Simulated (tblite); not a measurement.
C3H6ClO (doublet state).
SMILES with atom numbers: `[CH3:1][C:2]([Cl:3])[CH2:4][OH:5]` (hydrogens: H6, H7, H8 on C1; H9, H10 on C4; H11 on O5)

Cartesian coordinates in Å at the GFN2-xTB level; atoms count from 1:
```xyz
11
C3H6ClO angstrom
C      1.478   -0.085   -0.191
C      0.219    0.398    0.420
Cl     0.137    0.432    2.134
C     -1.080    0.368   -0.305
O     -1.653   -0.933   -0.365
H      2.339    0.222    0.400
H      1.570    0.313   -1.200
H      1.497   -1.179   -0.267
H     -1.792    1.065    0.159
H     -0.927    0.654   -1.348
H     -1.782   -1.252    0.536
```

Computed with GFN2-xTB (tblite): harmonic, unscaled wavenumbers at the GFN2-xTB geometry, gas phase. The method is semi-empirical: single wavenumbers can be off by several per cent or more. One conformer, not necessarily the lowest. Open shells enter through the occupations alone, without spin polarisation, and single modes of such species can be off by tens of per cent.

Harmonic wavenumbers (cm⁻¹): 43.4, 69.1, 139.3, 293.1, 316.3, 381.6, 486.9, 640.2, 921.9, 940.4, 989.5, 1003.1, 1094.7, 1186.8, 1252.3, 1297.7, 1324.4, 1388.9, 1443.7, 1453.0, 1457.9, 2880.3, 2899.8, 2978.1, 3017.6, 3029.1, 3536.9.

A = 5243, B = 2959, C = 2158 MHz; mass 93.011 u (most abundant isotopes); point group C1, symmetry number 1; spin multiplicity 2.

Task: Zero-point energy?

Result: Half the sum of the wavenumbers: 18233 cm⁻¹ = 52.13 kcal/mol.

Task: What is S at 200 K and 1 bar for an ideal gas of classical rigid rotors and harmonic oscillators?

Result: Translation 37.54, rotation 25.47, vibration 12.32, spin (R ln 2) 1.38: S = 76.7 cal/(mol K).

Task: And Cp and H(200 K) − H(0)?

Result: Cp = 19.24 cal/(mol K), of which vibrations give 11.29 (their classical limit is 27 R = 53.7); H(200 K) − H(0) = 2.84 kcal/mol without the zero-point energy, 1.25 from vibrations.

Task: Which modes carry the vibrational entropy at 200 K?

Result: 43.4 cm⁻¹: 4.31; 69.1 cm⁻¹: 3.40; 139.3 cm⁻¹: 2.06; 293.1 cm⁻¹: 0.84; 316.3 cm⁻¹: 0.73; 381.6 cm⁻¹: 0.51 cal/(mol K); the other 21 give 0.47 together.

Task: Blend soft modes into free rotors: weight 1/[1 + (100 cm⁻¹/ν̃)⁴] for the oscillator and the rest for a rotor with moment μB/(μ + B), μ = h/(8π²ν), B = 10⁻⁴⁴ kg m². What vibrational entropy results?

Result: 10.90 cal/(mol K) in place of 12.32, which changes −T·S at 200 K by +0.28 kcal/mol.

Task: How do the functions run with temperature in this model?

Result: 
```tsv
T (K)	S (cal/(mol K))	Cp (cal/(mol K))	H − H(0) (kcal/mol)	G − H(0) (kcal/mol)	ln q(vib)
100	65.2	14.5	1.14	-5.37	1.40
300	85.4	24.0	4.99	-20.62	4.57
500	99.9	33.2	10.75	-39.20	7.38
800	117.7	42.5	22.22	-71.93	11.30
1000	127.6	46.6	31.14	-96.49	13.71
```

q(vib) and H(0) count from the zero-point level.

Hindered rotation and anharmonicity are outside this model. Other conformers, if any are populated, would add a mixing term that is left out. The structure is chiral; the term R ln 2 for an equal mix with its mirror image is left out.
